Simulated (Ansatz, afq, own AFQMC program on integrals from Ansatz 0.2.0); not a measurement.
AFQMC on a folder of integrals that Ansatz 0.2.0 wrote.

```yaml
crystal:
  periodic: [false, false, false]
  atoms:
    - {symbol: B, position_ang: [0.000000, 0.000000, 0.090069]}
    - {symbol: C, position_ang: [0.000000, 0.000000, -1.358850]}
    - {symbol: H, position_ang: [0.000000, 0.000000, 1.268781]}
basis:
  gaussian: {orbitals: 6-31G}
magnetization: {spin_polarized: true, initial_magnetization: 2}
correlation: {method: ccsd_t, electrons: outside_noble_gas, hamiltonian_folder: ham}
```

```sh
$ ansatz run in.yaml --threads 1 --pin off --events-out ev --progress --plain --max-ram 24576MiB --backend cuda --devices 0, --max-vram 18GiB
```

afq runs on the folder ham with

```
--method free --trial cisd --walkers 4000 --time-step 0.03 --max-blocks 4000 --target-error 0.00034 --factor-cut 1e-05 --seed 2479 --times 0,0.3,0.6,1.2,1.8,2.4,3.6,4.8,6 --taylor-order 8
```

Times are imaginary, in 1/Eh. The walk had a cap of 61 s.

Log:

```
orbitals 18  electrons 5 3  factors 112 of 285
reference energy -62.92405873 Eh
CCSD correlation -0.11683754 Eh in 16 cycles, weight of the determinant in the CISD state 0.8172
repeat  energy at the last time / Eh  error
    10  -63.046227  0.000296
    20  -63.046354  0.000159
    30  -63.046262  0.000120
time / (1/Eh)  energy / Eh  error  mean overlap
  0.00  -63.040943  0.000029  1.2243
  0.30  -63.043297  0.000038  1.2244
  0.60  -63.044445  0.000040  1.2264
  1.20  -63.045444  0.000043  1.2293
  1.80  -63.045798  0.000049  1.2343
  2.40  -63.045947  0.000055  1.2414
  3.60  -63.046058  0.000059  1.2545
  4.80  -63.046369  0.000094  1.2580
  6.00  -63.046251  0.000117  1.2693
energy -63.046251 +/- 0.000117 Eh
```

The run passed its tests (error under three times the target), which doesn't prove that it has relaxed.

Against this walk (error 3.2 meV) on the same determinant: CCSD(T) 45.8 meV higher, CCSDT(Q) 1.9 meV lower (within the noise), CCSDTQ 1.5 meV lower (within the noise), full CI 2.5 meV lower (within the noise). The error is statistical, and a free projection of finite length keeps a remainder of its start. The determinant has ⟨S²⟩ = 2.41, so the low cluster orders mix in higher spin, and so can this walk. The last points scatter (meV from the last: 12.3 ± 1.3 at 1.80, 8.3 ± 1.5 at 2.40, 5.2 ± 1.6 at 3.60, -3 ± 3 at 4.80, 0 ± 3 at 6.00); the last is the one printed as the energy, and the gaps above move with that scatter. The determinant is a poor start (see the cautions), so the low cluster orders aren't to be relied on, and full CI is the sure value.

Cautions: remainder of the start not in the error; start is not spin pure; lower spins were not checked; strong correlation (T1 0.074, weight of the determinant 0.82, largest double 0.16); unrestricted determinant spin contaminated (⟨S²⟩ 2.41 against 2.00).

The walk took 15 s on 1 × NVIDIA H100 80GB HBM3 with 2 threads of AMD EPYC 7R13 Processor (Zen 3), with other jobs on the host (the card was shared). The log's last line is the free-projection energy.

CCSDT and higher add their correlation energy to the determinant of the CCSD(T) run, since their own runs factorise the integrals more tightly (a shift of under 2 meV).
